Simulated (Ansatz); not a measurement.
## Active spaces for CH3 (charge +1), singlet

Program: Ansatz, Gaussian basis, development build. Basis cc-pVDZ, nonrelativistic, 1 orbital frozen in the corrections. State-specific CASSCF; RHF is the lowest restricted (open-shell) Hartree–Fock solution met. Solutions may break the symmetry of the shape. Lower solutions, or ones in other orbitals, may exist.

Geometry:

```xyz
4

C     0.0000    0.0000    0.0000
H     1.1041    0.0000    0.0000
H    -0.5520    0.9561    0.0000
H    -0.5520   -0.9561    0.0000
```

(1) What do CASSCF and its corrections give against RHF in CAS(6,7), and what are the occupations?

## Answers

(1) CASSCF -1.784 eV, SC-NEVPT2 -3.072 eV; occupations 1.98, 1.98, 1.97, 0.02, 0.02, 0.02, 0.01.
